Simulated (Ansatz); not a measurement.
# C₂HO radical (SMILES [C]1=CO1): single points off equilibrium

An exercise on one series of results from a longer session: the logs are not shown, and one member is left open.

Computed with Ansatz 0.2.0, Gaussian basis. Level: single points in def2-TZVPP.

Cores are frozen in the correlated methods. Orbitals are unrestricted.

## The system as given

SMILES `[C]1=CO1`, 4 atoms, charge 0, spin multiplicity 2.

Atoms are counted from 1 here; the program's logs count them from 0.

Bond lengths: C1–C2 1.405 Å, C1–O3 1.463 Å, C2–O3 1.267 Å, C2–H4 0.879 Å. Angles: C2–C1–O3 52.4°, C1–C2–O3 66.1°, C1–C2–H4 162.4°, O3–C2–H4 130.9°, C1–O3–C2 61.4°.

Coordinates:

```
C    -0.6488   -0.9575   -0.0055
C     0.3184    0.0563    0.0925
O    -0.7684    0.4343   -0.4390
H     1.0374    0.5098    0.3168
```

The first run:

File run/in.yaml:

```yaml
crystal:
  periodic: [false, false, false]
  atoms:
    - {symbol: C, position_ang: [-0.648800, -0.957500, -0.005500]}
    - {symbol: C, position_ang: [0.318400, 0.056300, 0.092500]}
    - {symbol: O, position_ang: [-0.768400, 0.434300, -0.439000]}
    - {symbol: H, position_ang: [1.037400, 0.509800, 0.316800]}
basis:
  gaussian: {orbitals: def2-TZVPP}
magnetization: {spin_polarized: true, initial_magnetization: 1}
correlation: {method: ccsd_t}
scf: {omitted_lower_state_checks: [cluster_reference]}
output: {forces: true}
```

No record of the launch command was kept for these runs.

Steps of the session up to this table: CCSD(T)/def2-TZVPP; PBE0-D4/def2-TZVPP; wB97M-V/def2-TZVPP; r2SCAN-D4/def2-TZVPP; PBE-D4/def2-TZVPP; BLYP-D4/def2-TZVPP; SPW92/def2-TZVPP.

One of the session's tables, all rows but one given; the rest of the session is left out.

| method | RMS force component (eV/Å) | angle to CCSD(T) forces (°) | dipole (D) |
| --- | --- | --- | --- |
| CCSD(T) | 5.675 | reference | 2.75 |
| PBE0-D4 | 5.786 | 4.6 | 2.79 |
| wB97M-V | ? | ? | ? |
| r2SCAN-D4 | 5.722 | 1.9 | 2.84 |
| PBE-D4 | 5.723 | 1.3 | 2.81 |
| BLYP-D4 | 5.644 | 2.9 | 2.81 |
| SPW92 | 5.839 | 4.2 | 2.84 |

Estimate the missing values for wB97M-V.

The run gave: RMS force component (eV/Å): 5.712; angle to CCSD(T) forces (°): 3.8; dipole (D): 2.76. In the column «RMS force component (eV/Å)» it lies between CCSD(T) (5.675) and r2SCAN-D4 (5.722).
